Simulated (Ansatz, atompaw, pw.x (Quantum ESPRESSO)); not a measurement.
# gadolinium: one change to the PAW (atompaw) potential, in the atom and in the fcc crystal

| Item | Value |
| --- | --- |
| Element | Gd (Z = 64) |
| Generator | atompaw 4.2.0.5 |
| Type | PAW |
| Functional | PBEsol |
| Relativity | scalar-relativistic |
| Frozen core | [Kr] 4d10 |
| Valence charge | 18 |
| Reference configuration | 4f7 5s2 5p6 5d1 6s2 6p0 |
| Partial waves | 5s (bound); 6s (bound); 5p (bound); 6p (bound, empty); 5d (bound); 5d channel at 3.5 Ry; 4f (bound); 4f channel at 1.55 Ry |
| Local potential | troulliermartins scheme with l = 4 at 0 Ry, radius 2.50 bohr |
| Core correction | smooth core density matched at 2.60 bohr |
| Augmentation charge | gaussian compensation charge, radius 2.25 bohr; PAW radius 2.95 bohr; waves and projectors: bloechl |

Change: all radii scaled by about 0.85 (s 1.96, p 2.16, d 2.52, f 0.64 bohr); local potential troulliermartins scheme with l = 4 at 0 Ry, radius 2.12 bohr; augmentation gaussian compensation charge, radius 1.92 bohr; PAW radius 2.52 bohr; waves and projectors: bloechl; core correction smooth core density matched at 2.22 bohr.

Cutoffs, loose and tight: the cutoffs (Ry, on a coarse ladder) from which the occupation-weighted sum of valence levels, in a spherical-Bessel basis at the reference potential, stays within 10 and 1 mRy of its value at 400 Ry. They see the waves and projectors alone, not the compensation charge or the core.

Crystal test: fcc Gd in pw.x 7.5, no spin, 12³ k-points, Fermi–Dirac smearing 0.01 Ry, cutoffs set for each file from its atomic test. The reference is all-electron LAPW (Ansatz 0.2.0) with the same functional, mesh and smearing; V0 and B0 come from Birch–Murnaghan fits to the pressures at five volumes. Errors are pseudo minus all-electron; Δ is the rms difference of the E(V) curves that follow from these fits, minima aligned, over ±6 % about the mean V0. Mesh and smearing are coarse, so the numbers serve the comparison and aren't converged zero-temperature values; the lattice is a test structure that the element need not adopt. Spin polarisation and strong correlation are left out, which matters for this element.

All-electron: a0 = 4.740 Å (V0 = 26.63 Å³/atom), B0 = 16.8 GPa.

Problem. Does the change bring the crystal closer to the all-electron result?

Solution. The mean pressure error goes from -0.20 to -0.02 GPa, so the change moves the solid closer to the all-electron pressures. At 80 % of its cutoff the pressure of the base moves by -0.22 GPa. At 80 % of its cutoff the pressure of the changed file moves by -0.07 GPa.

```
                 quantity       base    changed
           outcome (atom)  generated  generated
     cutoff, loose (atom)      35 Ry      45 Ry
     cutoff, tight (atom)      40 Ry      60 Ry
      bound ghosts (atom)       none       none
     cutoffs in pw.x (Ry)     50/500     75/750
                   a0 (Å)      4.725      4.739
             a0 error (%)      -0.33      -0.04
             B0 error (%)      +13.2       +2.3
             Δ (meV/atom)        1.1        0.1
mean pressure error (GPa)      -0.20      -0.02
```

Base: This is a poor potential for the solid. The atomic cutoffs weigh occupied waves only.
